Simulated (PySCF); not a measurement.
**SiNH4F (SMILES N[SiH2]F): levels of theory compared**

We compute a comparison of 6 runs (M06-L/aug-cc-pVDZ, PBE/aug-cc-pVDZ, SVWN5/aug-cc-pVDZ, r2SCAN/aug-cc-pVDZ, wB97M-V/aug-cc-pVDZ, CCSD(T)/aug-cc-pVDZ) of SiNH4F. The job is set up through a Python script.

The calculation is run with PySCF 2.14.0.

### 1 The molecule

The species is SiNH4F (7 atoms), meant as a singlet with charge 0. As SMILES, `N[SiH2]F`. The shape is that of a PBE0-D4/def2-TZVP optimisation. This is one conformer, not always the lowest.

Bond lengths: N1–Si2 1.696 Å, Si2–F3 1.605 Å, N1–H4 1.006 Å, N1–H5 1.006 Å, Si2–H6 1.479 Å, Si2–H7 1.479 Å. Angles: N1–Si2–F3 114.6°, N1–Si2–H6 108.3°, N1–Si2–H7 108.3°, F3–Si2–H6 105.8°, F3–Si2–H7 105.8°, Si2–N1–H4 122.0°, Si2–N1–H5 122.0°, H6–Si2–H7 114.0°, H4–N1–H5 111.8°.

### 2 A single-point energy at M06-L/aug-cc-pVDZ (run 1)

The input, start.xyz:

```xyz
7
FH4NSi
N     -0.761500     0.339000    -0.625200
Si     0.531100    -0.115700     0.373400
F      0.515100    -1.653900     0.829800
H     -0.786600     0.105100    -1.603600
H     -1.682200     0.513500    -0.258400
H      0.455900     0.676200     1.620700
H      1.789400     0.068000    -0.382300
```

The input, job.py:

```python
# N[SiH2]F
from pyscf import gto, dft

mol = gto.Mole()
mol.atom = 'start.xyz'
mol.spin = 0
mol.basis = 'aug-cc-pvdz'
mol.max_memory = 1860
mol.charge = 0
mol.verbose = 3
mol.build()

ks = dft.RKS(mol, xc='m06-l')
ks.conv_tol = 1e-10
ks.grids.level = 5
ks.kernel()
if not ks.converged:
    ks = ks.newton().run(ks.mo_coeff, ks.mo_occ)

e_tot = ks.e_tot
print(f'total energy: {e_tot:.8f} hartree')
```

Command:

```bash
$ OMP_NUM_THREADS=1 python job.py
```

Standard output:

```text
converged SCF energy = -446.571481725178
total energy: -446.57148173 hartree
```

Run time: 33 s. Hardware: 1 thread of Intel Xeon at 2.70GHz, shared host; peak memory 0.62 GiB.

### 3 The energy at PBE/aug-cc-pVDZ (run 2)

The input, run.py:

```python
# N[SiH2]F
from pyscf import gto, dft

system = gto.Mole()
system.atom = '''
N   -0.761500   0.339000  -0.625200
Si   0.531100  -0.115700   0.373400
F    0.515100  -1.653900   0.829800
H   -0.786600   0.105100  -1.603600
H   -1.682200   0.513500  -0.258400
H    0.455900   0.676200   1.620700
H    1.789400   0.068000  -0.382300
'''
system.max_memory = 1860
system.spin = 0
system.basis = 'aug-cc-pvdz'
system.verbose = 3
system.build()

ks = dft.RKS(system, xc='pbe')
ks.conv_tol = 1e-10
ks.grids.level = 5
ks.kernel()
if not ks.converged:
    ks = ks.newton().run(ks.mo_coeff, ks.mo_occ)

e_tot = ks.e_tot
print('Final energy', e_tot)
```

Command:

```bash
$ OMP_NUM_THREADS=1 python run.py
```

Standard output:

```text
converged SCF energy = -446.27023492715
Final energy -446.27023492715
```

Run time: 19 s. Hardware: 1 thread of Intel Xeon at 2.70GHz, shared host; peak memory 0.56 GiB.

Runs 3 to 5 aren't shown in full; the table further down has their settings and results.

### 4 The energy at CCSD(T)/aug-cc-pVDZ (run 6)

The input, input.xyz:

```xyz
7
FH4NSi
N     -0.761500     0.339000    -0.625200
Si     0.531100    -0.115700     0.373400
F      0.515100    -1.653900     0.829800
H     -0.786600     0.105100    -1.603600
H     -1.682200     0.513500    -0.258400
H      0.455900     0.676200     1.620700
H      1.789400     0.068000    -0.382300
```

The input, calc.py:

```python
# N[SiH2]F
from pyscf import gto, cc

mol = gto.M(
    atom='input.xyz',
    basis='aug-cc-pvdz',
    charge=0,
    verbose=4,
    max_memory=1860,
)

myscf = mol.RHF()
myscf.conv_tol = 1e-10
myscf.kernel()
if not myscf.converged:
    myscf = myscf.newton().run(myscf.mo_coeff, myscf.mo_occ)

mycc = cc.CCSD(myscf, frozen=7)
mycc.kernel()
e_t = mycc.ccsd_t()
energy = mycc.e_tot + e_t
print('E = %.10f Eh' % energy)
```

Command:

```bash
$ OMP_NUM_THREADS=1 python calc.py
```

Standard output:

```text
PySCF version 2.14.0

[... 61 lines left out ...]
converged SCF energy = -445.258467938127
[... 12 lines left out ...]
Init t2, MP2 energy = -445.753282664571  E_corr(MP2) -0.494814726443562
[... 12 lines left out ...]
CCSD converged
[... 2 lines left out ...]
E = -445.7943890676 Eh
```

Wall time 41 s (1 thread of Intel Xeon at 2.70GHz, shared host); peak memory 0.82 GiB.

### 5 All runs side by side

| run | level | nlc grid | integration grid | energy (Eh) | dipole moment (D) of the reference | HOMO energy (eV) | LUMO energy (eV) | wall time |
| --- | --- | --- | --- | --- | --- | --- | --- | --- |
| 1 | M06-L/aug-cc-pVDZ | – | 5 | -446.571482 | 1.90 | -6.86 | -0.36 | 33 s |
| 2 | PBE/aug-cc-pVDZ | – | 5 | -446.270235 | 1.92 | -6.70 | -0.87 | 19 s |
| 3 | SVWN5/aug-cc-pVDZ | – | 5 | -444.318332 | 1.96 | -6.86 | -0.91 | 10 s |
| 4 | r2SCAN/aug-cc-pVDZ | – | 5 | -446.490733 | 1.92 | -6.98 | -0.23 | 34 s |
| 5 | wB97M-V/aug-cc-pVDZ | 1 | 5 | -446.520868 | 1.92 | -10.61 | 0.32 | 80 s |
| 6 | CCSD(T)/aug-cc-pVDZ | – | – | -445.794389 | 1.96 | -11.79 | 0.92 | 41 s |

### 6 Results

| quantity | value |
| --- | --- |
| run 6: total energy | -445.79439 Eh |
| run 6: dipole moment (Hartree–Fock density) | 1.96 D |
| run 6: HOMO energy (Hartree–Fock orbitals) | -11.79 eV |
| run 6: LUMO energy (Hartree–Fock orbitals) | 0.92 eV |
| run 6: HOMO–LUMO gap (Hartree–Fock orbitals) | 12.71 eV |
| run 6: correlation energy (7 core orbitals frozen) | -535.9 mEh |
| run 6: (T) correction | -13.34 mEh |
| run 6: T1 diagnostic | 0.012 |

**Reading.** Over runs 1, 2, 3, 4, 5 the dipole moment (its size) runs from 1.90 D (M06-L/aug-cc-pVDZ) to 1.96 D (SVWN5/aug-cc-pVDZ). Over runs 1, 2, 3, 4, 5 the HOMO–LUMO gap runs from 5.83 eV (PBE/aug-cc-pVDZ) to 10.93 eV (wB97M-V/aug-cc-pVDZ). Totals of different functionals can't be ranked against each other. All runs together took 3.6 min, the longest 80 s.
